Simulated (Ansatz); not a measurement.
Reaction (atomization): `C=C1NCO1` → 3 C• + 5 H• + N• + O•

Isolated molecules relaxed with PBE0-D4/def2-TZVP in Ansatz; ΔE leaves out vibrations. CCSD(T)/CBS adds triple-zeta CCSD(T) − MP2 to the extrapolated MP2 energy (def2 sets, frozen cores). This one scheme is used for every species, atoms too. Functionals use def2-TZVPP. B3LYP here is the variant with VWN-RPA as its local correlation; programs differ in this. HSE06 is defined as in plane-wave codes. Open shells (•) are unrestricted, without spin–orbit coupling. Spin–orbit coupling would lower the free atoms: a little for C, O.

Problem. What is ΔE at CCSD(T)/CBS? (An estimate is asked.)

Solution. The calculation gave: +974.2 kcal/mol.

Problem. What do these levels give: B3LYP-D4, HSE06-D4, ωB97X-V, ωB97M-V, PBE, HSE06, BHLYP, CCSD(T)/def2-SVP, SCS-MP2/def2-TZVPP, MP2/def2-QZVPP, SCS-MP2/def2-QZVPP, CCSD/CBS(def2)? (Best estimate.)

Solution. Ansatz gave: B3LYP-D4 979.3, HSE06-D4 990.4, ωB97X-V 981.5, ωB97M-V 982.6, PBE 1014.1, HSE06 987.3, BHLYP 933.1, CCSD(T)/def2-SVP 923.8, SCS-MP2/def2-TZVPP 962.7, MP2/def2-QZVPP 986.8, SCS-MP2/def2-QZVPP 981.3, CCSD/CBS(def2) 955.0 kcal/mol.

Problem. What do rigid-rotor, harmonic-oscillator terms from PBE0-D4/def2-TZVP frequencies (298.15 K, 1 bar) make of the CCSD(T)/CBS value? (Estimate.)

Solution. Ansatz gave: ΔZPE = -50.5 kcal/mol, ΔH = +935.0 kcal/mol, ΔS = 1076 J/(mol·K), ΔG = +858.4 kcal/mol. Open shells count their whole term as degenerate.

Largest T1 diagnostic among the species: 0.012.

The D4 term adds +6.4 kcal/mol with B3LYP and +3.3 kcal/mol with PBE0; it sums over pairs of atoms, weighted by their polarisabilities, and B3LYP, whose exchange is more repulsive, gets the larger term. From PBE to PBE0 (25 % exact exchange), in def2-TZVPP and without D4, ΔE moves by −28.2 kcal/mol: exact exchange takes away binding that semilocal exchange gives to molecules.

For atomizations the MP2-based limit and the directly extrapolated one differ by several kJ/mol either way, and by 10 to 25 for some Ge, Se and Sn compounds, so smaller differences from it don't rank the levels.
